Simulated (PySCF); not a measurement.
# Ionisation energy of He by level of theory

He 1s2 (1S) → He+ 1s1 (2S), as a difference of total energies. Computed with PySCF 2.14 in jorge-DZP-DKH (2s1p, 5 functions), with the spin-free X2C one-electron Hamiltonian (Gaussian nucleus). Correlated levels: valence: nothing frozen. The calculations carry no spin-orbit coupling.

```tsv
method	ionisation energy (eV)
UHF	23.444
MP2 (valence)	24.148
SCS-MP2 (valence)	24.289
CCSD (valence)	24.325
```

Estimate what M06-L gives.

24.602 eV, closest to CCSD (valence) among the rows shown.

Estimate what TPSS gives.

24.702 eV, closest to CCSD (valence) among the rows shown.

Errors of the correlated levels include the incompleteness of this basis.

With two correlated electrons CCSD is exact in that space.

For comparison: 24.587 eV (measured; NIST Atomic Spectra Database, ionization energies).
